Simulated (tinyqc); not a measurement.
Coupled-perturbed Hartree-Fock on RHF in the sto-3g basis, for OH-, spin multiplicity 1, step by step. The basis has no diffuse functions, so it cannot describe the extra electron: this is an exercise in the method, not the real anion. Computed by tinyqc, a small Python program that keeps every step (integrals from PySCF). Settings: charge = -1, multiplicity = 1, basis = sto-3g, method = RHF, energy threshold = 1e-10, iteration cap = 75, orthogonalisation = canonical, start = atomic densities, DIIS depth = 6. Command: `OMP_NUM_THREADS=1 python tinyqc.py 29473 29474 out.jsonl` (the two numbers bound the seeds that draw the settings). One thread of a shared host (Intel(R) Xeon(R) Processor @ 2.60GHz), about 0.2 s of CPU time with the checks. The early iterations of the SCF are left out here.

## One-electron integrals

Geometry (angstrom):
```
atom         x         y         z
O     0.000000  0.000000  0.000000
H     0.000000  0.000000  1.226000
```

Basis sto-3g: exponents (1/bohr^2) and contraction coefficients of normalised primitives:
```
element  l (shell)    exponent  coefficient
O            s (1)  130.709320     0.154329
O            s (1)   23.808861     0.535328
O            s (1)    6.443608     0.444635
O            s (2)    5.033151    -0.099967
O            s (2)    1.169596     0.399513
O            s (2)    0.380389     0.700115
O            p (3)    5.033151     0.155916
O            p (3)    1.169596     0.607684
O            p (3)    0.380389     0.391957
H            s (1)    3.425251     0.154329
H            s (1)    0.623914     0.535328
H            s (1)    0.168855     0.444635
```

Overlap, kinetic and nuclear-attraction integrals over the contracted functions; the nuclear repulsion is the sum of Za Zb / Rab.

nuclear repulsion = 3.45303237 hartree

overlap S, lower triangle:
```
           1O 1s     1O 2s    1O 2px    1O 2py    1O 2pz     2H 1s
1O 1s   1.000000
1O 2s   0.236704  1.000000
1O 2px  0.000000  0.000000  1.000000
1O 2py  0.000000  0.000000  0.000000  1.000000
1O 2pz  0.000000  0.000000  0.000000  0.000000  1.000000
2H 1s   0.028534  0.317191  0.000000  0.000000  0.292442  1.000000
```

kinetic energy T (hartree), lower triangle:
```
            1O 1s     1O 2s    1O 2px    1O 2py    1O 2pz     2H 1s
1O 1s   29.003200
1O 2s   -0.168011  0.808128
1O 2px   0.000000  0.000000  2.528731
1O 2py   0.000000  0.000000  0.000000  2.528731
1O 2pz   0.000000  0.000000  0.000000  0.000000  2.528731
2H 1s   -0.008634  0.034721  0.000000  0.000000  0.121300  0.760032
```

nuclear attraction V (hartree), lower triangle:
```
             1O 1s      1O 2s     1O 2px     1O 2py     1O 2pz      2H 1s
1O 1s   -61.050084
1O 2s    -7.285248  -9.482636
1O 2px    0.000000   0.000000  -9.387258
1O 2py    0.000000   0.000000   0.000000  -9.387258
1O 2pz   -0.009463  -0.117639   0.000000   0.000000  -9.455206
2H 1s    -0.898046  -2.222078   0.000000   0.000000  -1.807725  -4.636249
```

core Hamiltonian H = T + V (hartree), lower triangle:
```
             1O 1s      1O 2s     1O 2px     1O 2py     1O 2pz      2H 1s
1O 1s   -32.046884
1O 2s    -7.453259  -8.674509
1O 2px    0.000000   0.000000  -6.858527
1O 2py    0.000000   0.000000   0.000000  -6.858527
1O 2pz   -0.009463  -0.117639   0.000000   0.000000  -6.926474
2H 1s    -0.906680  -2.187357   0.000000   0.000000  -1.686425  -3.876217
```

## Two-electron integrals

Functions are numbered as in S; the eight-fold symmetry (ij|kl) = (ji|kl) = (kl|ij) leaves the list below.

Two-electron integrals (ij|kl) in chemists' order, unique and non-zero (hartree):
```
(11|11) 4.785065   (21|11) 0.741380   (21|21) 0.136873   (22|11) 1.118947
(22|21) 0.256633   (22|22) 0.817206   (31|31) 0.024477   (32|31) 0.037809
(32|32) 0.180518   (33|11) 1.115814   (33|21) 0.256684   (33|22) 0.817023
(33|33) 0.880159   (41|41) 0.024477   (42|41) 0.037809   (42|42) 0.180518
(43|43) 0.047444   (44|11) 1.115814   (44|21) 0.256684   (44|22) 0.817023
(44|33) 0.785270   (44|44) 0.880159   (51|51) 0.024477   (52|51) 0.037809
(52|52) 0.180518   (53|53) 0.047444   (54|54) 0.047444   (55|11) 1.115814
(55|21) 0.256684   (55|22) 0.817023   (55|33) 0.785270   (55|44) 0.785270
(55|55) 0.880159   (61|11) 0.090326   (61|21) 0.016555   (61|22) 0.030908
(61|33) 0.030849   (61|44) 0.030849   (61|51) 0.000741   (61|52) 0.001403
(61|55) 0.031031   (61|61) 0.002027   (62|11) 0.248097   (62|21) 0.057741
(62|22) 0.207165   (62|33) 0.203461   (62|44) 0.203461   (62|51) 0.004317
(62|52) 0.034807   (62|55) 0.214366   (62|61) 0.007134   (62|62) 0.068381
(63|31) 0.005685   (63|32) 0.034372   (63|53) 0.006984   (63|63) 0.009131
(64|41) 0.005685   (64|42) 0.034372   (64|54) 0.006984   (64|64) 0.009131
(65|11) 0.190873   (65|21) 0.044954   (65|22) 0.172251   (65|33) 0.164692
(65|44) 0.164692   (65|51) 0.008595   (65|52) 0.061333   (65|55) 0.187169
(65|61) 0.005765   (65|62) 0.069184   (65|65) 0.078366   (66|11) 0.426000
(66|21) 0.100709   (66|22) 0.416529   (66|33) 0.401070   (66|44) 0.401070
(66|51) 0.008677   (66|52) 0.099152   (66|55) 0.446966   (66|61) 0.012509
(66|62) 0.183326   (66|65) 0.211898   (66|66) 0.774606
```

## Orthogonalisation

S = U s U^T; canonical form X = U s^(-1/2), so that X^T S X = 1. Each column of U has its largest component positive (the first on a tie).

eigenvalues of S: 0.540730  0.841538  1.000000  1.000000  1.136943  1.480789

X:
```
                1          2          3         4          5         6
1O 1s    0.353440   0.730599   0.000000  0.000000  -0.576978  0.265990
1O 2s   -0.792258  -0.450511   0.000000  0.000000  -0.366630  0.477037
1O 2px   0.000000   0.000000  -0.625542  0.780191   0.000000  0.000000
1O 2py   0.000000   0.000000   0.780191  0.625542   0.000000  0.000000
1O 2pz  -0.562495   0.590825   0.000000  0.000000   0.581457  0.319080
2H 1s    0.883378  -0.320144   0.000000  0.000000   0.272282  0.524584
```

Within a degenerate level the vectors are fixed only up to a rotation; this is one choice.

## Starting guess

The start is atomic minimal-basis densities projected into this basis (PySCF's MINAO start) and scaled to the electron count of each spin; this density is not idempotent, so its energy is not variational and may lie below the converged one.

D at the start, lower triangle:
```
            1O 1s      1O 2s    1O 2px    1O 2py    1O 2pz     2H 1s
1O 1s    2.387616
1O 2s   -0.556858   2.358629
1O 2px   0.000000   0.000000  1.455692
1O 2py   0.000000   0.000000  0.000000  1.455692
1O 2pz   0.012271  -0.061000  0.000000  0.000000  1.367728
2H 1s   -0.019698   0.075297  0.000000  0.000000  0.144837  1.106909
```

## Iteration 7 (converged): orbitals

converged F (hartree), lower triangle:
```
             1O 1s      1O 2s    1O 2px    1O 2py     1O 2pz     2H 1s
1O 1s   -19.472522
1O 2s    -4.988629  -1.802012
1O 2px    0.000000   0.000000  0.197904
1O 2py    0.000000   0.000000  0.000000  0.197904
1O 2pz   -0.016392   0.007442  0.000000  0.000000   0.533692
2H 1s    -0.614389  -0.465898  0.000000  0.000000  -0.261638  0.063243
```

Diagonalise F' = X^T F X, C = X C', fill 5 alpha and 5 beta electrons from the bottom; D = 2 C_occ C_occ^T. Each column has its largest component positive (the first on a tie).

F' = X^T F X (hartree), lower triangle:
```
           1          2         3         4          5          6
1  -0.009935
2  -2.626532  -7.049088
3   0.000000   0.000000  0.197904
4   0.000000   0.000000  0.000000  0.197904
5   2.054788   7.896606  0.000000  0.000000  -8.439096
6  -1.266710  -4.509363  0.000000  0.000000   5.340926  -3.474755
```

orbital energies (hartree): MO1 -19.480877, MO2 -0.581079, MO3 0.080864, MO4 0.197904, MO5 0.197904, MO6 1.008217

coefficients C:
```
              MO1        MO2        MO3       MO4        MO5        MO6
1O 1s    0.994555  -0.250356   0.081393  0.000000   0.000000  -0.062510
1O 2s    0.022576   0.952189  -0.413043  0.000000   0.000000   0.338875
1O 2px   0.000000   0.000000   0.000000  0.963948  -0.266092   0.000000
1O 2py   0.000000   0.000000   0.000000  0.266092   0.963948   0.000000
1O 2pz   0.001936   0.005147   0.488763  0.000000   0.000000   0.930837
2H 1s   -0.004160   0.184581   0.760352  0.000000   0.000000  -0.787371
```

D after iteration 7, lower triangle:
```
            1O 1s      1O 2s    1O 2px    1O 2py    1O 2pz     2H 1s
1O 1s    2.116885
1O 2s   -0.499102   2.155556
1O 2px   0.000000   0.000000  2.000000
1O 2py   0.000000   0.000000  0.000000  2.000000
1O 2pz   0.080837  -0.393871  0.000000  0.000000  0.477840
2H 1s    0.023078  -0.276792  0.000000  0.000000  0.745149  1.224446
```

Within a degenerate level the vectors are fixed only up to a rotation; this is one choice.

## Convergence

Stop when the energy changes by less than 1e-10 hartree and every element of the error matrix X^T (F D S - S D F) X is below 3e-06.

Course of the cycle:
```
iteration   E (hartree)     change  largest element of the error matrix
1          -79.02019154          -                             6.05e-01
2          -74.04228345   4.98e+00                             9.19e-02
3          -74.05282599  -1.05e-02                             1.14e-02
4          -74.05288426  -5.83e-05                             2.03e-03
5          -74.05288631  -2.06e-06                             4.37e-05
6          -74.05288631  -1.46e-09                             1.05e-07
7          -74.05288631  -1.42e-14                             7.53e-10
```

PySCF RHF in the same basis = -74.05288631 hartree

Converged in 7 iterations.

## Populations, bond orders and dipole

Mulliken: Z minus the diagonal of D S on the atom; Loewdin: the same with S^(1/2) D S^(1/2); Mayer order: 2 sum_s sum (D(s) S)_ij (D(s) S)_ji over the two atoms.

Charges (e):
```
atom   Mulliken    Loewdin
1O    -0.644778  -0.657326
2H    -0.355222  -0.342674
```

Mayer bond orders:
```
pair     order
2-1   0.873817
```

dipole moment about the origin, x y z (debye): 0.000000  0.000000  -1.499488

## Integrals over molecular orbitals

(pq|rs) = sum C_ip C_jq C_kr C_ls (ij|kl), one index at a time.

one-electron integrals over orbitals h = C^T H C (hartree), lower triangle:
```
            1          2          3          4          5          6
1  -32.030178
2    0.611040  -7.141661
3   -0.191031   0.684869  -5.031744
4    0.000000   0.000000   0.000000  -6.858527
5    0.000000   0.000000   0.000000   0.000000  -6.858527
6    0.148874  -0.744790  -1.544493   0.000000   0.000000  -5.733271
```

Two-electron integrals over orbitals (pq|rs), unique and non-zero (hartree):
```
(11|11) 4.747411    (21|11) -0.450174   (21|21) 0.066960    (22|11) 1.054013
(22|21) -0.018584   (22|22) 0.740066    (31|11) 0.145410    (31|21) -0.021542
(31|22) 0.007462    (31|31) 0.013866    (32|11) -0.177724   (32|21) 0.006329
(32|22) -0.065187   (32|31) 0.009362    (32|32) 0.120675    (33|11) 0.682587
(33|21) -0.005744   (33|22) 0.567145    (33|31) -0.000489   (33|32) 0.021484
(33|33) 0.616681    (41|41) 0.025948    (42|41) 0.034430    (42|42) 0.159060
(43|41) -0.010206   (43|42) -0.041330   (43|43) 0.029335    (44|11) 1.115353
(44|21) -0.013143   (44|22) 0.770989    (44|31) 0.004276    (44|32) -0.097480
(44|33) 0.547418    (44|44) 0.880159    (51|51) 0.025948    (52|51) 0.034430
(52|52) 0.159060    (53|51) -0.010206   (53|52) -0.041330   (53|53) 0.029335
(54|54) 0.047444    (55|11) 1.115353    (55|21) -0.013143   (55|22) 0.770989
(55|31) 0.004276    (55|32) -0.097480   (55|33) 0.547418    (55|44) 0.785270
(55|55) 0.880159    (61|11) -0.112399   (61|21) 0.017123    (61|22) -0.002509
(61|31) 0.006581    (61|32) 0.020841    (61|33) -0.005219   (61|44) -0.003184
(61|55) -0.003184   (61|61) 0.025489    (62|11) 0.150556    (62|21) -0.004236
(62|22) 0.079183    (62|31) 0.016095    (62|32) 0.051925    (62|33) 0.000904
(62|44) 0.083053    (62|55) 0.083053    (62|61) 0.023607    (62|62) 0.111171
(63|11) 0.307221    (63|21) -0.004679   (63|22) 0.155209    (63|31) -0.002515
(63|32) -0.108962   (63|33) -0.009695   (63|44) 0.179159    (63|55) 0.179159
(63|61) -0.008717   (63|62) 0.020551    (63|63) 0.183877    (64|41) 0.007517
(64|42) 0.030681    (64|43) 0.014402    (64|64) 0.037973    (65|51) 0.007517
(65|52) 0.030681    (65|53) 0.014402    (65|65) 0.037973    (66|11) 0.943024
(66|21) -0.011582   (66|22) 0.674993    (66|31) 0.010469    (66|32) 0.003666
(66|33) 0.612151    (66|44) 0.669409    (66|55) 0.669409    (66|61) 0.008671
(66|62) 0.078077    (66|63) 0.075519    (66|66) 0.707745
```

## Response to a field: uncoupled start

dipole integrals <a|z|i> (bohr):
```
          i1        i2         i3        i4        i5
a6  0.058525  0.099120  -1.193368  0.000000  0.000000
```

Field along z; U_ai = -mu_ai / (e_a - e_i), alpha = -4 sum U_ai mu_ai.

uncoupled U:
```
           i1         i2        i3        i4        i5
a6  -0.002856  -0.062367  1.286855  0.000000  0.000000
```

uncoupled polarisability = 6.168161 bohr^3

## Coupled step 1

U_ai = -(mu_ai + sum_bj [4 (ai|bj) - (ab|ij) - (aj|bi)] U_bj) / (e_a - e_i); alpha = -4 sum U_ai mu_ai.

U after step 1:
```
           i1         i2        i3        i4        i5
a6  -0.000426  -0.122572  1.374622  0.000000  0.000000
```

polarisability = 6.610416 bohr^3

## Coupled step 2

As before.

U after step 2:
```
          i1         i2        i3        i4        i5
a6  0.000075  -0.138836  1.384210  0.000000  0.000000
```

polarisability = 6.662516 bohr^3

## Coupled polarisability

Repeat until U stops changing; compare with -d2E/dF2.

Course of the coupled iterations:
```
step  alpha (bohr^3)
0           6.168161
1           6.610416
2           6.662516
3           6.671963
4           6.674006
5           6.674469
6           6.674576
7           6.674600
8           6.674606
9           6.674607
10          6.674608
11          6.674608
12          6.674608
```

coupled polarisability = 6.674608 bohr^3

finite-field check, fields of +/-0.001 au = 6.674601 bohr^3
